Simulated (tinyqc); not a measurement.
RHF in the sto-6g basis, for H2O, spin multiplicity 1, step by step. One step of it, computed by the program tinyqc.

Question. Iteration 2: diagonalisation and new density. Diagonalise F' = X^T F X, C = X C', fill 5 alpha and 5 beta electrons from the bottom; D = 2 C_occ C_occ^T. Each column has its largest component positive (the first on a tie).

Fock matrix F (hartree), order 1O 1s, 1O 2s, 1O 2px, 1O 2py, 1O 2pz, 2H 1s, 3H 1s:
$$\begin{pmatrix}
-20.299528 & -4.925592 & 0.000000 & 0.000000 & -0.029231 & -1.150648 & -1.150648 \\
-4.925592 & -2.247333 & 0.000000 & 0.000000 & -0.147525 & -0.966560 & -0.966560 \\
0.000000 & 0.000000 & -0.294128 & 0.000000 & 0.000000 & 0.000000 & 0.000000 \\
0.000000 & 0.000000 & 0.000000 & -0.275596 & 0.000000 & -0.369699 & 0.369699 \\
-0.029231 & -0.147525 & 0.000000 & 0.000000 & -0.284915 & -0.370011 & -0.370011 \\
-1.150648 & -0.966560 & 0.000000 & -0.369699 & -0.370011 & -0.535469 & -0.393582 \\
-1.150648 & -0.966560 & 0.000000 & 0.369699 & -0.370011 & -0.393582 & -0.535469
\end{pmatrix}$$

X, order 1O 1s, 1O 2s, 1O 2px, 1O 2py, 1O 2pz, 2H 1s, 3H 1s:
$$\begin{pmatrix}
1.022779 & -0.137951 & 0.000000 & 0.000000 & -0.009534 & 0.019613 & 0.019613 \\
-0.137951 & 1.235205 & 0.000000 & 0.000000 & 0.111857 & -0.287136 & -0.287136 \\
0.000000 & 0.000000 & 1.000000 & 0.000000 & 0.000000 & 0.000000 & 0.000000 \\
0.000000 & 0.000000 & 0.000000 & 1.103299 & 0.000000 & -0.220165 & 0.220165 \\
-0.009534 & 0.111857 & 0.000000 & 0.000000 & 1.058376 & -0.150317 & -0.150317 \\
0.019613 & -0.287136 & 0.000000 & -0.220165 & -0.150317 & 1.202536 & -0.093056 \\
0.019613 & -0.287136 & 0.000000 & 0.220165 & -0.150317 & -0.093056 & 1.202536
\end{pmatrix}$$

Give: F' = X^T F X; orbital energies; coefficients C; D after iteration 2.

Answer.

F' = X^T F X (hartree):
$$\begin{pmatrix}
-19.9699 & -2.5030 & 0.0000 & 0.0000 & -0.0455 & -0.1976 & -0.1976 \\
-2.5030 & -1.0967 & 0.0000 & 0.0000 & 0.0968 & -0.5030 & -0.5030 \\
0.0000 & 0.0000 & -0.2941 & 0.0000 & 0.0000 & 0.0000 & 0.0000 \\
0.0000 & 0.0000 & 0.0000 & 0.0100 & 0.0000 & -0.4569 & 0.4569 \\
-0.0455 & 0.0968 & 0.0000 & 0.0000 & -0.1211 & -0.3370 & -0.3370 \\
-0.1976 & -0.5030 & 0.0000 & -0.4569 & -0.3370 & 0.0392 & -0.1177 \\
-0.1976 & -0.5030 & 0.0000 & 0.4569 & -0.3370 & -0.1177 & 0.0392
\end{pmatrix}$$

orbital energies (hartree): MO1 -20.3030, MO2 -1.2028, MO3 -0.5668, MO4 -0.3836, MO5 -0.2941, MO6 0.6234, MO7 0.7337

coefficients C, order 1O 1s, 1O 2s, 1O 2px, 1O 2py, 1O 2pz, 2H 1s, 3H 1s:
$$\begin{pmatrix}
0.9965 & -0.2168 & 0.0000 & 0.1068 & 0.0000 & -0.1205 & 0.0000 \\
0.0164 & 0.8084 & 0.0000 & -0.5772 & 0.0000 & 0.8575 & 0.0000 \\
0.0000 & 0.0000 & 0.0000 & 0.0000 & 1.0000 & 0.0000 & 0.0000 \\
0.0000 & 0.0000 & 0.6157 & 0.0000 & 0.0000 & 0.0000 & 0.9670 \\
0.0033 & 0.1501 & 0.0000 & 0.7532 & 0.0000 & 0.7669 & 0.0000 \\
-0.0038 & 0.1744 & 0.4459 & 0.2846 & 0.0000 & -0.7807 & -0.8300 \\
-0.0038 & 0.1744 & -0.4459 & 0.2846 & 0.0000 & -0.7807 & 0.8300
\end{pmatrix}$$

D after iteration 2, order 1O 1s, 1O 2s, 1O 2px, 1O 2py, 1O 2pz, 2H 1s, 3H 1s:
$$\begin{pmatrix}
2.1029 & -0.4410 & 0.0000 & 0.0000 & 0.1024 & -0.0224 & -0.0224 \\
-0.4410 & 1.9738 & 0.0000 & 0.0000 & -0.6268 & -0.0467 & -0.0467 \\
0.0000 & 0.0000 & 2.0000 & 0.0000 & 0.0000 & 0.0000 & 0.0000 \\
0.0000 & 0.0000 & 0.0000 & 0.7582 & 0.0000 & 0.5490 & -0.5490 \\
0.1024 & -0.6268 & 0.0000 & 0.0000 & 1.1797 & 0.4810 & 0.4810 \\
-0.0224 & -0.0467 & 0.0000 & 0.5490 & 0.4810 & 0.6204 & -0.1747 \\
-0.0224 & -0.0467 & 0.0000 & -0.5490 & 0.4810 & -0.1747 & 0.6204
\end{pmatrix}$$
